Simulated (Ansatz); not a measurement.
A nudged elastic band was laid between two geometries of BClH2O + H2 (7 atoms, charge 0, multiplicity 1).

Theory: RKS BHLYP-D4/def2-SVP (Ansatz 0.2.0).

```yaml
movable_images: 9
climbing_image: yes
spring: 5.0 eV/Å²
optimiser: quadratic models (default)
start_path: through a guess of the saddle point
force_threshold: 0.05 eV/Å
iteration_limit: 10
end_points: relaxed
```

Image 0:

```xyz
7
Properties=species:S:1:pos:R:3
B -0.007 -0.617 0.088
O -0.009 -0.791 1.405
H -0.835 -0.579 1.838
H 0.979 -0.847 -0.539
Cl -1.457 -0.046 -0.754
H -0.483 2.515 0.752
H -0.016 2.626 1.331
```

Image 10:

```xyz
7
Properties=species:S:1:pos:R:3
B 0.030 0.376 -0.047
O -0.108 0.332 1.599
H -0.504 -0.509 1.846
H 0.754 -0.551 -0.281
Cl -1.706 0.114 -0.615
H 0.437 1.485 -0.252
H -0.730 1.014 1.871
```

(1) What changes between the two ends?

(2) What energy profile does the band end with?

Results:

(1) Bonds broken: H6–H7. Bonds formed: B1–H6, O2–H7. BClH2O + H2 becomes BClH4O.

(2) It did not converge within its limit. The highest image is number 6 of 0 to 10, 200.2 kJ/mol above the first end and 125.9 kJ/mol above the last; the last end lies 74.3 kJ/mol above the first. The band didn't meet its force threshold, so its energies are provisional: the largest band force was still 0.08 eV/Å, and over the last iterations the top moved between 2.07 and 2.08 eV. The orbitals stay closed-shell, which can raise the energy where a bond breaks towards radicals; this wasn't checked here.

```csv
image,path coordinate (Å),energy (kJ/mol),H6–H7 (Å),B1–H6 (Å),O2–H7 (Å)
0,0.00,0.0,0.75,3.24,3.42
1,0.47,0.2,0.75,3.16,3.15
2,0.94,0.9,0.75,2.94,2.89
3,1.41,6.7,0.75,2.55,2.53
4,1.88,29.4,0.75,2.15,2.16
5,2.36,100.3,0.78,1.69,1.74
6,2.83,200.2,1.02,1.36,1.25
7,3.31,116.1,1.56,1.23,0.98
8,3.80,78.4,2.15,1.20,0.96
9,4.28,75.3,2.33,1.20,0.96
10,4.77,74.3,2.47,1.20,0.96
```

Run time: 84 s on 1 thread of Intel(R) Xeon(R) 6975P-C (Granite Rapids), with other jobs on the host, peak memory 0.14 GiB.
